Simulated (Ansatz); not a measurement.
## AsH⁺, quartet in cc-pVTZ: errors against full CI

Geometry: that of the AsH⁺, doublet, kept fixed. The doublet lies 1.8 eV lower here.

```yaml
atoms:
  - { symbol: As, position_ang: [0.0000, 0.0000, 0.0000] }
  - { symbol: H, position_ang: [0.0000, 0.0000, 1.5348] }
```

Basis cc-pVTZ; Ansatz 0.2.0. Correlated methods freeze the noble-gas cores and the filled d shells of p-block atoms, which leaves 5 electrons in 43 orbitals. R marks a restricted (for open shells ROHF) determinant, U an unrestricted one. Active spaces: valence = (5e, 5o) chosen from the atoms' valence shells. No spin–orbit coupling is included, and no scalar relativity.

Full CI is exact within this basis and frozen core; it isn't the basis-set limit. The frozen core follows each run's orbitals, which can shift R against U totals by a few meV for light atoms and by up to 0.1 eV past Ca.

For open shells CISD is restricted-active-space CI with the open shells as a complete middle space.

- UHF ⟨S²⟩: 3.758
- T1 diagnostic (RCCSD): 0.0275
- largest doubles amplitude (RCCSD): 0.083

| level | E − E(full CI) (meV) | share of correlation (%) | wall time |
| --- | --- | --- | --- |
| RHF | 2429 | 0.00 | – |
| RMP2 | 537 | 77.90 | – |
| CISD | 72 | 97.06 | 2.1 s |
| RCCSD | 91 | 96.24 | – |
| RCCSD(T) | 18 | 99.28 | 1.6 s |
| BCCD(T) | 18 | 99.27 | 2 s |
| RCCSDT | 1 | 99.95 | – |
| RCCSDT(Q) | 0 | 100.02 | 14 s |
| CASSCF (valence space) | 1870 | 23.03 | – |
| NEVPT2 (valence space) | 454 | 81.29 | 1.8 s |
| MRCISD (valence space) | 100 | 95.90 | – |
| MRCISD+Q (valence space) | 32 | 98.70 | 2.3 s |

The correlation energy at full CI, counted from RHF, is -2.429 eV. That run took 2.1 min on 1 thread of Arm Neoverse N1, shared host over 1,326,860 determinants.

Run but not shown, since their state or frozen core can't be matched to the reference's or they repeat it: UHF, UMP2, UCCSD, UCCSD(T), UCCSDT, UCCSDT(Q).

Times hold each run's SCF and search for its determinant on a shared host, so for small cases they say little of a method's own cost; they ran on 1 thread of Arm Neoverse N1.

The full-CI state has the irrep A2 of C2v, in the program's axes (one component, if the state is degenerate).

Natural occupations of full CI about the gap: 1.942 0.996 0.988 0.988 0.026 0.010 0.010 0.009 0.009 0.005; effectively unpaired electrons, Σ n²(2−n)², 3.02.
